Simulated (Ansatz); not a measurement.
We consider body-centred tetragonal In, described by PBEsol (Ansatz, an electronic-structure program, PAW).

Numerical settings: plane-wave cutoff 520 eV, 24×24×24 k mesh, Fermi–Dirac smearing 0.05 eV, scalar-relativistic PAW data made under PBE.

Properties against volume:

Shape and atoms are relaxed at each volume.

| V (Å³/atom) | P (GPa) | c (Å) | a (Å) |
|---|---|---|---|
| 24.527 | 2.04 | 4.851 | 3.180 |
| 25.038 | 0.96 | 4.890 | 3.200 |
| 25.549 | 0.00 | 4.923 | 3.222 |
| 26.060 | -0.84 | 4.956 | 3.243 |
| 26.571 | -1.59 | 4.994 | 3.262 |
